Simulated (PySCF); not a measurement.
Phthalonitrile radical anion, C8H4N2 (charge -1 and doublet state).
Numbering: `[N:1]#[C:2][c:3]1[cH:4][cH:5][cH:6][cH:7][c:8]1[C:9]#[N:10]` (hydrogens: H11 on C4; H12 on C5; H13 on C6; H14 on C7)

Identity: phthalonitrile radical anion (`N#Cc1ccccc1C#N`) [SMILES of the parent framework; charge -1 and doublet state].

Method: PySCF, UKS B3LYP, IGLO-III on C N, pcH-1 on H, non-relativistic, mean-field spin-orbit, GIAO. Isolated species at its PBE0-D3(BJ)/def2-SVP geometry, gas phase. Whether the extra electron is bound in the gas phase wasn't checked; a finite basis holds it in any case. The SCF solution wasn't tested for stability. No frequencies were computed at this geometry's level, so the symmetric structure isn't shown to be a minimum.

(1) Break the g tensor into its mass correction, gauge correction and orbital-Zeeman/spin–orbit terms.

(2) How much does each term add to the isotropic shift?

(3) What effective moment and Curie constant follow for a powder?

(4) What are the electron Larmor frequencies g μB B/h along the three axes at 340 mT?

(5) In a frozen sample, at which fields do the three g values resonate at 9.5, 34, 94 and 263 GHz (hyperfine left aside), and which band first spreads them over more than twice a line width of 1.0 mT?

## Answers

(1) 
```
                    Δg (ppm)     1     2     3
relativistic mass correction  -174  -174  -174
            gauge correction     3    42    40
   orbital Zeeman/spin–orbit    14   597   669
                       total  -157   465   535
```

So g = 2.00216, 2.00278, 2.00285 and g_iso = 2.00260; the tensor is close to axial: the two nearest values differ by 10 % of g3 − g1. Axes: g1 is normal to the molecular plane and g2 points within 1° of the C3–C8 bond.

(2) The orbital-Zeeman/spin–orbit term 427, the mass correction -174 and the gauge correction 28 ppm, for a total of 281 ppm. The orbital-Zeeman/spin–orbit term is the largest in size. The mass correction is the same along every axis, so the anisotropy comes from the other two: their spans along these axes are 39 (gauge) and 656 ppm (orbital Zeeman/spin–orbit).

(3) With the mean of g² = 4.0104 and S(S+1) = 0.75: μ_eff = √(⟨g²⟩S(S+1)) = 1.734 μB and χT = 0.12505·⟨g²⟩·S(S+1) = 0.376 cm³ K/mol (cgs; spin-Hamiltonian part alone).

(4) 9.5277, 9.5307, 9.5310 GHz for g1, g2 and g3, a range of 3.3 MHz.

(5) 
```tsv
band	GHz	B(g3) mT	B(g2) mT	B(g1) mT	spread mT
X	9.5	338.89	338.90	339.01	0.12
Q	34.0	1212.88	1212.92	1213.30	0.42
W	94.0	3353.26	3353.38	3354.42	1.16
J	263.0	9381.99	9382.32	9385.23	3.24
```

The spread grows in proportion to the frequency. J band is the first where it exceeds 2.0 mT.

Largest spin populations (Mulliken): C8 (+0.29), C3 (+0.29), C5 (+0.18) and C6 (+0.18). Six atoms exceed +0.15. The positive populations add up to 1.30 and the negative ones to -0.30, together 2S = 1.

The HOMO–LUMO gaps are 2.24 eV among the α and 4.87 eV among the β orbitals.

Time: 88 s wall. Hardware: one thread of an x86-64 server, no GPU, shared host.
